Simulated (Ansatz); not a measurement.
The input, for Ansatz 0.2.0:

```yaml
crystal:
  periodic: [false, false, false]
  atoms:
    - {symbol: Al, position_ang: [0.000000, 0.000000, 0.000000]}
    - {symbol: H, position_ang: [0.000000, 0.000000, 4.578000]}
basis:
  gaussian: {orbitals: STO-3G}
total_charge: -1
magnetization: {spin_polarized: true, initial_magnetization: 1}
correlation: {method: mp2, electrons: valence}
```

```sh
$ ansatz run in.yaml --threads 1 --pin off --events-out ev --progress --plain --max-ram 2393MiB
```

Log:

```
98 factors; integrals over basis functions are off by at most 2.3e-5 eV
mean field evaluation 1: about -6504.0217 eV, gradient 2.3e0 eV
mean field evaluation 2: about -6504.0217 eV, gradient 2.3e0 eV
mean field evaluation 4: about -6504.0535 eV, gradient 2.5e-1 eV
mean field evaluation 8: about -6504.0552 eV, gradient 5.4e-7 eV
mean field evaluation 16: about -6503.9182 eV, gradient 1.0e-6 eV
mean field evaluation 32: about -6503.9182 eV, gradient 1.3e-5 eV
mean field -6504.05515729 eV, -239.0196184236 hartree, gradient 5.4e-7 eV, S^2 0.750332; 8 other end points of the search recorded, 0 dependent functions left out
5 core orbitals not correlated: weight in the atoms' cores, before any rotation towards them, 1.000 or more for the frozen orbitals, at most 0.000 for the correlated occupied ones
reference -6504.05515729 eV, -239.0196184236 hartree; 3, 2 occupied and 2, 3 virtual orbitals, 98 factors
second order -0.38287526 eV of doubles, -0.00000000 eV of singles
Total energy: -6504.43803255 eV, -239.0336888298 hartree
```

Ran on 1 thread of Arm Neoverse V2, shared host: 0.06 s wall, 0.16 GiB peak host memory.
